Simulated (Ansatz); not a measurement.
`C=C(N)O` and `C=C(N)S` differ in one element.

Ansatz, PBE0-D4/def2-TZVP geometries, multiplicity 1. Each molecule was computed in one conformer, which needn't be the lowest.

```json
{"property": "HOMO–LUMO gap (PBE/def2-TZVPP) / eV", "`C=C(N)O`": "4.67"}
{"property": "LUMO energy (ωB97M-V/def2-TZVPP) / eV", "`C=C(N)O`": "2.33"}
{"property": "HOMO–LUMO gap (PBE0/def2-TZVPP) / eV", "`C=C(N)O`": "6.74"}
{"property": "size of the dipole moment (B3LYP/def2-TZVPP) / D", "`C=C(N)O`": "1.06"}
{"property": "HOMO energy (PBE/def2-TZVPP) / eV", "`C=C(N)O`": "-4.66"}
{"property": "zero-point energy (PBE0-D4/def2-TZVP) / kJ/mol", "`C=C(N)O`": "194.1"}
```

Task: What does the change do to each property? (Estimate.)

Result: The calculation gave: 
```csv
property,`C=C(N)S`,shift
HOMO–LUMO gap (PBE/def2-TZVPP) / eV,4.18,-0.49
LUMO energy (ωB97M-V/def2-TZVPP) / eV,2.03,-0.30
HOMO–LUMO gap (PBE0/def2-TZVPP) / eV,6.26,-0.48
size of the dipole moment (B3LYP/def2-TZVPP) / D,1.56,0.50
HOMO energy (PBE/def2-TZVPP) / eV,-4.97,-0.31
zero-point energy (PBE0-D4/def2-TZVP) / kJ/mol,180.6,-13.5
```

With PBE0 the HOMO falls by 0.24 eV and the LUMO falls by 0.72 eV, so the gap narrows by about 0.48 eV. PBE moves the HOMO by -0.31 eV and ωB97M-V by -0.16 eV. Dipoles are sizes alone; their direction can turn.

B3LYP here is the variant with VWN-RPA as its local correlation; programs differ in this.
